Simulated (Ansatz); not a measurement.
Lattice parameter a (Å) of solids drawn from the class of elemental solids other than molecular ones, at two levels: PBE (Ansatz, an electronic-structure program, plane waves, PAW), and PBE-D3(BJ) (PAW; Ansatz).

```tsv
solid	PBE	PBE-D3(BJ)	shift (%)
fcc Cu	3.629	3.563	-1.82
bcc Nb	3.310	3.267	-1.30
diamond	3.572	3.557	-0.42
grey tin (α-Sn)	6.655	6.573	-1.23
fcc Ir	3.871	3.841	-0.77
bcc Ba	5.021	4.922	-1.97
fcc Rh	3.830	3.795	-0.91
bcc V	2.997	2.952	-1.50
bcc Li	3.435	3.323	-3.26
bcc Ta	3.319	3.285	-1.02
```

The shifts run from -3.26 % to -0.42 %, with a median of -1.27 %.

Of 10 rows, PBE-D3(BJ) is the larger in 0 and the smaller in 10.

Ansatz's runs of these crystals have no spin polarisation.

Spin–orbit coupling is left out, also for the solids with elements from indium on (grey tin (α-Sn), fcc Ir, bcc Ba, bcc Ta); its size isn't shown.

Ansatz's density-functional and Hartree–Fock values are scalar-relativistic unless marked +SOC, with PAW data made under PBE.
